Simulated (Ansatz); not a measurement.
What a trial cell of Cd3H2 relaxes into

Theory: DFT PBE, scalar-relativistic, plane waves, PAW (Ansatz 0.2.0). Cutoff 420 eV, Γ-centred k mesh, Gaussian smearing, no spin polarisation in the final step.

A relaxed cell is given with its space group left out.

```
Cd H
1.0
     3.26127    0.00000    0.00000
    -1.63063    2.82434    0.00000
     0.00000    0.00000    9.38463
Cd H
3 2
Direct
  0.00000 0.00000 0.00000
  0.33333 0.66667 0.73691
  0.66667 0.33333 0.26309
  0.33333 0.66667 0.36038
  0.66667 0.33333 0.63962
```

Energies over the elements count from the elements' standard structures at the same level (H₂ as a molecule), with no empirical corrections.

**Question.** What space group does it have?

**Answer.** P-3m1 (No. 164). Conventional cell: a = 3.261 Å, c = 9.385 Å. Cd on Wyckoff site a (1 atom of the primitive cell) has 12 Cd at 3.11–3.26 Å; Cd on Wyckoff site d (2 atoms of the primitive cell) has 3 H at 2.09 Å; H is coordinated by 3 Cd at 2.09 Å.

**Question.** How far does it lie from the elements in energy?

**Answer.** 0.29 eV/atom.

**Question.** Is it a metal?

**Answer.** Yes, bands cross the Fermi level on the 12×12×4 mesh.

The final run used a 12×12×4 mesh on its 5-atom cell and 0.10 eV smearing. The k mesh leaves about 4 meV/atom of noise in metals. Weakly bound directions are ill-defined at this level, which has no dispersion term. The cell came from a trial start, so Cd3H2 may not exist in this structure.

Cost: 3 runs of about 2.8 core-minutes in all, on Arm Neoverse V2 (shared hosts).